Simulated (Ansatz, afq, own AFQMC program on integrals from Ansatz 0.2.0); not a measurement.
BSiH$_{3}$, triplet in cc-pVDZ, levels against CCSDT(Q)

| atom | x (Å) | y (Å) | z (Å) |
| --- | --- | --- | --- |
| Si | 0.0000 | -0.0859 | 0.5958 |
| B | 0.0000 | 0.0900 | -1.3330 |
| H | 0.0000 | 1.0950 | 1.5177 |
| H | 0.0000 | 1.2016 | -1.7784 |
| H | 0.0000 | -0.8671 | -2.0435 |

Connectivity, by distances: SiH–BH2.

Basis cc-pVDZ. Noble-gas cores (and the filled d shells of Ga–Kr and In–Xe) are frozen. Ansatz 0.2.0 and our own AFQMC program on the same integrals; the CISD trial comes from CCSD amplitudes, and released means the phaseless constraint is let go. Error bars are statistical, one sigma.

Determinant: UHF, the one that the program's search chose, which needn't be the lowest solution. The geometry is a point of a scan.

No full CI on the walks' own integrals is used here; CCSDT(Q) serves as the reference and is uncertain by about the last step of the cluster series.

Cautions: lower spins were not checked; the released energies move by 1.5 errors or more from one time to the next, so no released level is given (meV from the phaseless value at times in 1/Eh: 2 ± 9 at 0.24, 7 ± 10 at 0.51, -14 ± 8 at 0.99, -4 ± 9 at 1.62, -30 ± 11 at 2.40), though the last usable value meets CCSDT(Q) within the noise.

* T1 diagnostic: 0.0246
* weight of the determinant in the CISD state: 0.883
* ⟨S²⟩ of the determinant: 2.008
* size of the correlated space: 10 electrons in 41 orbitals

| level | correlation energy (eV) |
| --- | --- |
| MP2 | -4.1158 |
| CCSD | -5.1267 |
| CCSD(T) | -5.2698 |

Question: Estimate where phaseless AFQMC with a CISD trial lies against CCSD(T) on the same integrals.

Answer: 25.0 ± 7.9 meV below CCSD(T).

Reference: CCSDT(Q), correlation energy -5.312 eV.

```json
{"level": "CCSD(T)", "E − E(reference) (meV)": "41.7", "share of correlation (%)": "99.21"}
{"level": "CCSDT", "E − E(reference) (meV)": "6.7", "share of correlation (%)": "99.87"}
{"level": "ph-AFQMC/CISD", "E − E(reference) (meV)": "16.7 ± 7.9", "share of correlation (%)": "99.69"}
```

A walk keeps the symmetry of its determinant, which the program's search chose and which needn't be the lowest solution, so a lower state of the same spin and another symmetry isn't excluded.
